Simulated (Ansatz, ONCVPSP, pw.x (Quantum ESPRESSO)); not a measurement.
**Which Mo potential is closest to all-electron in the bcc crystal?**

All use PBE, scalar-relativistic, no spin, cutoffs from each file’s atomic test, pw.x 7.5; 15³ k-points, Fermi–Dirac smearing 0.01 Ry. Δ is the rms difference from all-electron LAPW of the E(V) curves that follow from fits to the pressures, over ±6 % in volume. Mesh and smearing are coarse and serve the comparison alone. The files are a selection: those with a ghost or negative overlap were mostly not run, and those with noisy or unconverged pressures or nearly equal Δ are left out.

All-electron: a0 = 3.162 Å (V0 = 15.80 Å³/atom), B0 = 259.2 GPa.

Question: Rank them by Δ, smallest first.
A. optimised norm-conserving Vanderbilt (ONCV), ONCVPSP 4.0.1.1 (patched build), PBE; core [Ar] 3d10, reference 4s2 4p6 4d5 5s1; waves: 4s+5s: rc 1.70 bohr, ncon 5, nbas 9, qcut 7.3 1/bohr, 2 projectors; 4p: rc 1.50 bohr, ncon 3, nbas 6, qcut 7.2 1/bohr, 1 projector; 4d: rc 2.20 bohr, ncon 4, nbas 9, qcut 7.2 1/bohr, 1 projector; local part: polynomial inside 1.25 bohr (lpopt 1, dvloc0 0 Ha); core correction: Teter function, fcfact 2.5, rcfact 1.45.
B. optimised norm-conserving Vanderbilt (ONCV), ONCVPSP 4.0.1.1 (patched build), PBE; core [Ar] 3d10, reference 4s2 4p6 4d5 5s1; waves: 4s+5s: rc 1.90 bohr, ncon 3, nbas 6, qcut 4.8 1/bohr, 2 projectors; 4p: rc 1.55 bohr, ncon 5, nbas 8, qcut 8.5 1/bohr, 2 projectors, debl 3.5 Ha; 4d: rc 1.80 bohr, ncon 3, nbas 7, qcut 5.9 1/bohr, 3 projectors, debl 2.4 Ha; local part: polynomial inside 1.10 bohr (lpopt 5, dvloc0 6 Ha); core correction: Teter function, fcfact 3.25, rcfact 1.65.
C. optimised norm-conserving Vanderbilt (ONCV), ONCVPSP 4.0.1.1 (patched build), PBE; core [Kr], reference 4d5 5s1; waves: 5s: rc 3.05 bohr, ncon 5, nbas 9, qcut 1.8 1/bohr, 1 projector; p scattering state at 0.24 Ha: rc 3.25 bohr, ncon 4, nbas 8, qcut 2.7 1/bohr, 2 projectors, debl 2.1 Ha; 4d: rc 2.05 bohr, ncon 4, nbas 9, qcut 7.7 1/bohr, 2 projectors, debl 3.9 Ha; local part: polynomial inside 1.65 bohr (lpopt 5, dvloc0 6 Ha); core correction: none. In the p channel the program set the typed energies aside and used 0.050, 2.150 Ha.
D. optimised norm-conserving Vanderbilt (ONCV), ONCVPSP 4.0.1.1 (patched build), PBE; core [Ar] 3d10, reference 4s2 4p6 4d4.5; waves: 4s: rc 1.90 bohr, ncon 4, nbas 9, qcut 6.4 1/bohr, 1 projector; 4p: rc 1.70 bohr, ncon 4, nbas 8, qcut 9.2 1/bohr, 2 projectors, debl 1.3 Ha; 4d: rc 1.70 bohr, ncon 4, nbas 9, qcut 8 1/bohr, local; local part: the d channel; core correction: Teter function fitted to the true core (icmod 2), fcfact 0.65. In the p channel the program set the typed energies aside and used -1.865, 0.250 Ha.

Answer: B (1.5 meV/atom), A (2.4 meV/atom), C (10.3 meV/atom), D (15.1 meV/atom).
